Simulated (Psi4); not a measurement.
# C2H3Al (ethynylalumane) at 4 levels

We compute a comparison of 4 runs (HF/3-21G, HF/def2-SVP, B3LYP/6-31G*, MP2/DZ) of C2H3Al (ethynylalumane). 

The calculation is run with Psi4 1.11.

### 1 The system as given

The species is C2H3Al (6 atoms), meant as a singlet with charge 0. SMILES: `C#[C][AlH2]`. The shape is that of a PBE0-D4/def2-TZVP optimisation.

Bond lengths: C1–C2 1.211 Å, C2–Al3 1.906 Å, C1–H4 1.067 Å, Al3–H5 1.580 Å, Al3–H6 1.580 Å. Angles: C1–C2–Al3 179.9°, C2–C1–H4 180.0°, C2–Al3–H5 118.8°, C2–Al3–H6 118.8°, H5–Al3–H6 122.4°.

### 2 The energy at HF/3-21G (run 1)

calc.dat

```
memory 1600 mb

molecule {
  C     -0.792800    -1.637600    -0.298100
  C     -0.266100    -0.564200    -0.106200
  Al     0.564800     1.124200     0.195000
  H     -1.257000    -2.583100    -0.467400
  H      1.356700     1.804700    -0.990500
  H      0.436600     1.792000     1.621000
  symmetry c1
  no_reorient
  no_com
}

set basis 3-21G
set reference rhf
set puream true
set e_convergence 1e-09
set d_convergence 1e-08
set scf_type pk

energy('scf')
print_variables()
```

Started as:

```sh
$ psi4 -i calc.dat -o calc.out -n 1
```

calc.out:

```text
[...]
  Running in c1 symmetry.
[...]
  Nuclear repulsion =   69.410462182866823
[...]
  Multiplicity = 1
[...]
  Nalpha       = 14
  Nbeta        = 14
[...]
    Number of basis functions: 37
[...]
   @RHF iter   1:  -317.54022000039794   -1.16967e+00   6.68492e-03 ADIIS/DIIS
[...]
   @RHF iter  11:  -317.57564799119115   -7.38964e-13   4.19679e-09 DIIS
[...]
    Orbital Energies [Eh]
    ---------------------
    Doubly Occupied:
       1A    -58.073679     2A    -11.183495     3A    -11.156246
       4A     -4.881273     5A     -3.185368     6A     -3.184018
       7A     -3.183648     8A     -1.018060     9A     -0.730067
      10A     -0.613965    11A     -0.484892    12A     -0.442495
      13A     -0.401507    14A     -0.390026
[...]
  @RHF Final Energy:  -317.57564799119115
   => Energetics <=
    Nuclear Repulsion Energy =             69.4104621828668229
    One-Electron Energy =                -576.1147415875705065
    Two-Electron Energy =                 189.1286314135125224
    Total Energy =                       -317.5756479911912038
[...]
 Multipole Moments:
 ------------------------------------------------------------------------------------
     Multipole            Electronic (a.u.)      Nuclear  (a.u.)        Total (a.u.)
 ------------------------------------------------------------------------------------
 L = 1.  Multiply by 2.5417464519 to convert [e a0] to [Debye]
 Dipole X            :         -2.9846182            2.8823993           -0.1022189
 Dipole Y            :         -4.7774074            4.5682239           -0.2091835
 Dipole Z            :         -0.5522798            0.5145724           -0.0377074
 Magnitude           :                                                    0.2358565
[...]
```

It took 2.5 s on 1 thread of AMD EPYC 7R43 (Zen 3), shared host; peak memory 0.18 GiB.

### 3 A single-point energy at HF/def2-SVP (run 2)

c2h3al.xyz

```xyz
6
C2H3Al
C     -0.792800    -1.637600    -0.298100
C     -0.266100    -0.564200    -0.106200
Al     0.564800     1.124200     0.195000
H     -1.257000    -2.583100    -0.467400
H      1.356700     1.804700    -0.990500
H      0.436600     1.792000     1.621000
```

run.py

```python
import psi4

psi4.set_memory(1600000000)
psi4.set_num_threads(1)
psi4.set_output_file('run.log', False)

with open('c2h3al.xyz') as f:
    atoms = ''.join(f.readlines()[2:])
mol = psi4.geometry('0 1\n' + atoms + 'symmetry c1')

psi4.set_options({
    'basis': 'def2-SVP',
    'puream': True,
    'e_convergence': 1e-09,
    'd_convergence': 1e-08,
    'scf_type': 'pk',
})

result, w = psi4.energy('hf', molecule=mol, return_wfn=True)
psi4.oeprop(w, 'WIBERG_LOWDIN_INDICES', 'MAYER_INDICES', 'LOWDIN_CHARGES')
print(f'total energy {result:.8f} hartree = {result * 27.211386:.5f} eV')
for k, v in sorted(psi4.core.scalar_variables().items()):
    print(f'{k:45s} {v:18.10f}')
```

Started as:

```sh
$ python run.py
```

run.log:

```text
[...]
  Running in c1 symmetry.
[...]
  Nuclear repulsion =   69.410462182866823
[...]
  Multiplicity = 1
[...]
  Nalpha       = 14
  Nbeta        = 14
[...]
    Number of basis functions: 61
[...]
   @RHF iter   1:  -319.15066088376130   -1.13428e+00   4.50548e-03 DIIS/ADIIS
[...]
   @RHF iter  11:  -319.19978880096733   -5.68434e-14   2.89564e-09 DIIS
[...]
    Orbital Energies [Eh]
    ---------------------
    Doubly Occupied:
       1A    -58.462270     2A    -11.246468     3A    -11.211796
       4A     -4.897790     5A     -3.217008     6A     -3.213765
       7A     -3.213286     8A     -1.004046     9A     -0.731889
      10A     -0.611855    11A     -0.487876    12A     -0.443693
      13A     -0.404320    14A     -0.395007
[...]
  @RHF Final Energy:  -319.19978880096733
   => Energetics <=
    Nuclear Repulsion Energy =             69.4104621828668229
    One-Electron Energy =                -578.1383640607596135
    Two-Electron Energy =                 189.5281130769254787
    Total Energy =                       -319.1997888009673261
[...]
 Multipole Moments:
 ------------------------------------------------------------------------------------
     Multipole            Electronic (a.u.)      Nuclear  (a.u.)        Total (a.u.)
 ------------------------------------------------------------------------------------
 L = 1.  Multiply by 2.5417464519 to convert [e a0] to [Debye]
 Dipole X            :          0.0157424           -0.1282970           -0.1125546
 Dipole Y            :          0.0346423           -0.2645524           -0.2299102
 Dipole Z            :          0.0066330           -0.0479866           -0.0413535
 Magnitude           :                                                    0.2593016
[...]
```

The script printed:

```text
total energy -319.19978880 hartree = -8685.86866 eV
CURRENT ENERGY                                   -319.1997888010
CURRENT REFERENCE ENERGY                         -319.1997888010
DD SOLVATION ENERGY                                 0.0000000000
HF KINETIC ENERGY                                 318.7683022445
HF POTENTIAL ENERGY                              -637.9680910455
HF TOTAL ENERGY                                  -319.1997888010
HF VIRIAL RATIO                                     2.0013536056
NUCLEAR REPULSION ENERGY                           69.4104621829
ONE-ELECTRON ENERGY                              -578.1383640608
PCM POLARIZATION ENERGY                             0.0000000000
PE ENERGY                                           0.0000000000
SCF ITERATION ENERGY                             -319.1997888010
SCF ITERATIONS                                     11.0000000000
SCF TOTAL ENERGY                                 -319.1997888010
TWO-ELECTRON ENERGY                               189.5281130769
```

It took 2.9 s on 1 thread of AMD EPYC 7R43 (Zen 3), shared host; peak memory 0.2 GiB.

### 4 Energy and gradient at B3LYP/6-31G(d) (spherical functions) (run 3)

run_ase.py

```python
import numpy as np
from ase.calculators.psi4 import Psi4
from ase import Atoms

atoms = Atoms(['C', 'C', 'Al', 'H', 'H', 'H'], positions=[
    [-0.792800, -1.637600, -0.298100],
    [-0.266100, -0.564200, -0.106200],
    [0.564800, 1.124200, 0.195000],
    [-1.257000, -2.583100, -0.467400],
    [1.356700, 1.804700, -0.990500],
    [0.436600, 1.792000, 1.621000],
])
calc = Psi4(atoms=atoms, method='b3lyp', basis='6-31G*', memory='1600MB', num_threads=1, charge=0, multiplicity=1, label='psi4-calc')
calc.psi4.set_options({'puream': True, 'e_convergence': 1e-09, 'd_convergence': 1e-08, 'scf_type': 'pk', 'dft_radial_points': 99, 'dft_spherical_points': 590})
atoms.calc = calc

forces = atoms.get_forces()
print(f'energy: {atoms.get_potential_energy():.6f} eV')
print('forces / eV A^-1')
print(np.round(forces, 5))
```

Started as:

```sh
$ python run_ase.py
```

psi4-calc.dat:

```text
[...]
  Running in c1 symmetry.
[...]
  Nuclear repulsion =   69.410462182866823
[...]
  Multiplicity = 1
[...]
  Nalpha       = 14
  Nbeta        = 14
[...]
    Number of basis functions: 52
[...]
   @RKS iter   1:  -320.17319328625155   -5.74991e-01   1.08321e-02 DIIS/ADIIS
[...]
   @RKS iter  10:  -320.36984834699751   -8.07177e-12   7.04237e-09 DIIS
[...]
    Orbital Energies [Eh]
    ---------------------
    Doubly Occupied:
       1A    -56.044584     2A    -10.188517     3A    -10.161985
       4A     -4.142601     5A     -2.700329     6A     -2.692356
       7A     -2.691703     8A     -0.738060     9A     -0.545272
      10A     -0.446501    11A     -0.346990    12A     -0.315910
      13A     -0.287192    14A     -0.276381
[...]
  @RKS Final Energy:  -320.36984834699751
   => Energetics <=
    Nuclear Repulsion Energy =             69.4104621828668229
    One-Electron Energy =                -578.7331457024542942
    Two-Electron Energy =                 213.6344082743039507
    DFT Exchange-Correlation Energy =     -24.6815731017140081
    Empirical Dispersion Energy =           0.0000000000000000
    VV10 Nonlocal Energy =                  0.0000000000000000
    Total Energy =                       -320.3698483469975145
[...]
 Multipole Moments:
 ------------------------------------------------------------------------------------
     Multipole            Electronic (a.u.)      Nuclear  (a.u.)        Total (a.u.)
 ------------------------------------------------------------------------------------
 L = 1.  Multiply by 2.5417464519 to convert [e a0] to [Debye]
 Dipole X            :          0.0027491           -0.1282970           -0.1255479
 Dipole Y            :          0.0085092           -0.2645524           -0.2560433
 Dipole Z            :          0.0019955           -0.0479866           -0.0459911
 Magnitude           :                                                    0.2888522
[...]
  -Total Gradient:
     Atom            X                  Y                   Z
    ------   -----------------  -----------------  -----------------
       1        0.007193276606     0.014626208923     0.002624411767
       2       -0.007378260803    -0.014981920342    -0.002674708640
       3        0.000304554168     0.000587799302     0.000081684371
       4        0.000545328848     0.001108981755     0.000188684652
       5       -0.000667209145    -0.000681064171     0.000830750798
       6        0.000002295989    -0.000660054791    -0.001050830489
[...]
```

The script printed:

```text
energy: -8717.707614 eV
forces / eV A^-1
[[-3.6989e-01 -7.5211e-01 -1.3495e-01]
 [ 3.7941e-01  7.7040e-01  1.3754e-01]
 [-1.5660e-02 -3.0230e-02 -4.2000e-03]
 [-2.8040e-02 -5.7030e-02 -9.7000e-03]
 [ 3.4310e-02  3.5020e-02 -4.2720e-02]
 [-1.2000e-04  3.3940e-02  5.4040e-02]]
```

Wall time 13 s (1 thread of AMD EPYC 7R43 (Zen 3), shared host); peak memory 0.68 GiB.

### 5 A single-point energy at MP2/DZ (Cartesian functions, ddCOSMO benzene) (run 4)

input.inp

```
memory 1.6 GB

molecule geom {
  0 1
  C     -1.49817487    -3.09461550    -0.56332736
  C     -0.50285612    -1.06618348    -0.20068891
  Al     1.06731732     2.12443011     0.36849659
  H     -2.37538574    -4.88135155    -0.88325799
  H      2.56379143     3.41038874    -1.87177373
  H      0.82505443     3.38638922     3.06324605
  units bohr
  symmetry c1
}

set basis DZ
set scf_type pk
set mp2_type conv
set soscf true
set ddx true
set ddx_model cosmo
set ddx_solvent benzene
set ddx_radii_set uff

e = energy("mp2")
print_variables()
```

Started as:

```sh
$ psi4 -i input.inp -o input.out -n 1
```

input.out:

```text
[...]
  Running in c1 symmetry.
[...]
  Nuclear repulsion =   69.410462205534472
[...]
  Multiplicity = 1
[...]
  Nalpha       = 14
  Nbeta        = 14
[...]
    Number of basis functions: 44
[...]
   @RHF iter   1:  -319.24557556433399   -1.16357e+00   5.99820e-03 ADIIS/DIIS
[...]
   @RHF iter   8:  -319.28947943862744   -5.79803e-12   5.64568e-09 SOSCF, nmicro=conv
[...]
    Orbital Energies [Eh]
    ---------------------
    Doubly Occupied:
       1A    -58.499148     2A    -11.258530     3A    -11.228897
       4A     -4.916822     5A     -3.229481     6A     -3.229386
       7A     -3.229342     8A     -1.029557     9A     -0.735338
      10A     -0.619722    11A     -0.491327    12A     -0.448316
      13A     -0.409948    14A     -0.398547
[...]
  @RHF Final Energy:  -319.28947943862744
   => Energetics <=
    Nuclear Repulsion Energy =             69.4104622055344720
    One-Electron Energy =                -577.9545052046823912
    Two-Electron Energy =                 189.2596576082764273
    DD Solvation Energy =                 -0.0050940477559521
    Total Energy =                       -319.2894794386274384
[...]
 Multipole Moments:
 ------------------------------------------------------------------------------------
     Multipole            Electronic (a.u.)      Nuclear  (a.u.)        Total (a.u.)
 ------------------------------------------------------------------------------------
 L = 1.  Multiply by 2.5417464519 to convert [e a0] to [Debye]
 Dipole X            :          0.0362676           -0.1282970           -0.0920294
 Dipole Y            :          0.0760665           -0.2645524           -0.1884859
 Dipole Z            :          0.0138453           -0.0479866           -0.0341412
 Magnitude           :                                                    0.2125135
[...]
	SCS-MP2 Total Energy (a.u.)        :  -319.64992266609835
	SOS-MP2 Total Energy (a.u.)        :  -319.62344398088959
	SCSN-MP2 Total Energy (a.u.)       :  -319.42928689652985
[...]
	SOS-PI-MP2 Total Energy (a.u.)     :  -319.67910473793324
[...]
	MP2 Total Energy (a.u.)            :  -319.64721927947221
[...]
```

It took 6.6 s on 1 thread of AMD EPYC 7R43 (Zen 3), shared host; peak memory 0.2 GiB.

### 6 The series

```csv
run,level,properties,task,energy (Eh),dipole moment (D),HOMO energy (eV),LUMO energy (eV),wall time
1,HF/3-21G,–,energy,-317.575648,0.60,-10.61,0.98,2.5 s
2,HF/def2-SVP,"(wiberg, mayer, lowdin)",energy,-319.199789,0.66,-10.75,1.05,2.9 s
3,B3LYP/6-31G* (spherical functions),–,gradient,-320.369848,0.73,-7.52,-1.93,13 s
4,"MP2/DZ (Cartesian functions, ddCOSMO benzene)",–,energy,-319.647219,–,-10.85,1.15,6.6 s
```

### 7 Results

| quantity | value |
| --- | --- |
| run 4: total energy | -319.64722 Eh |
| run 4: HOMO energy (Hartree–Fock orbitals) | -10.85 eV |
| run 4: LUMO energy (Hartree–Fock orbitals) | 1.15 eV |
| run 4: HOMO–LUMO gap (Hartree–Fock orbitals) | 12.00 eV |
| run 4: correlation energy | -357.7 mEh |
| run 4: solvent term in the energy | -13.4 kJ/mol |

Over runs 1, 2, 3 the dipole moment (its size) runs from 0.60 D (HF/3-21G) to 0.73 D (B3LYP/6-31G*). The two ends differ in method and basis. Over runs 1, 2, 3 the HOMO–LUMO gap runs from 5.59 eV (B3LYP/6-31G*) to 11.80 eV (HF/def2-SVP). All runs together took 25 s, the longest 13 s.
